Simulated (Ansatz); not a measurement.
## Iodine, solid I2 (Cmce): convergence with the k-point mesh

Computed with Ansatz, PBE, scalar-relativistic PAW, on the relaxed cell (a = 8.938 Å, b = 4.603 Å, c = 9.876 Å; spin not included). Errors count from a run at 420 eV on a Γ-centred 7×7×3 mesh with Fermi-Dirac smearing of 0.05 eV, extrapolated to zero width. Fixed here: cutoff 420 eV, Fermi-Dirac width 0.05 eV. The SCF starts from atomic densities corrected by a trained network.

```json
{"k-mesh": "1×1×1", "E(σ→0) error (meV/atom)": "1217.9", "P (GPa)": "7.73", "SCF iterations": "8"}
{"k-mesh": "2×2×1", "E(σ→0) error (meV/atom)": "-110.8", "P (GPa)": "-0.68", "SCF iterations": "8"}
{"k-mesh": "3×3×2", "E(σ→0) error (meV/atom)": "-10.3", "P (GPa)": "-0.11", "SCF iterations": "7"}
{"k-mesh": "5×5×2", "E(σ→0) error (meV/atom)": "1.4", "P (GPa)": "0.00", "SCF iterations": "7"}
{"k-mesh": "6×6×3", "E(σ→0) error (meV/atom)": "0.2", "P (GPa)": "-0.02", "SCF iterations": "7"}
{"k-mesh": "8×8×4", "E(σ→0) error (meV/atom)": "0.0", "P (GPa)": "-0.02", "SCF iterations": "7"}
{"k-mesh": "11×11×5", "E(σ→0) error (meV/atom)": "0.0", "P (GPa)": "-0.02", "SCF iterations": "7"}
```

Q: What does the run at 4×4×2 give (k-mesh)?

A: E(σ→0) error (meV/atom): 1.7; P (GPa): 0.00; SCF iterations: 7.

Within 5 meV/atom of the last row: from 4×4×2 on.
